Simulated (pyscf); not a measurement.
Optimised with ωB97X-D3(BJ)/def2-SVP in PySCF.

Problem. For HO–GeH₃ + germane (GeH₄) → digermane (H₃Ge–GeH₃) + water (H₂O), a four-centre exchange (singlet surface; Ge–O, Ge–H broken, Ge–Ge, H–O formed), PBE/def2-TZVP gives ΔE‡ = 35.8 kcal/mol and ΔE = -3.6 kcal/mol (zero: the separated reactants). In which direction and how far do r²SCAN/def2-TZVP, B3LYP-D3(BJ)/def2-TZVP, ωB97M-D3(BJ)/def2-TZVP move these?

Solution. r²SCAN: ΔE‡ = 40.3 kcal/mol, ΔE = -2.0 kcal/mol; B3LYP-D3(BJ): ΔE‡ = 41.2 kcal/mol, ΔE = -2.0 kcal/mol; ωB97M-D3(BJ): ΔE‡ = 43.5 kcal/mol, ΔE = -1.4 kcal/mol. PBE's barrier lies under all of them, by 4.4 to 7.7 kcal/mol. Its reaction energy lies under all of them, by 1.6 to 2.2 kcal/mol. Low barriers are usual for a GGA, whose delocalisation error favours stretched bonds. This is the saddle that the search found; another between the same sides may lie lower. Elements up to Kr have no core potential and no relativistic terms here.
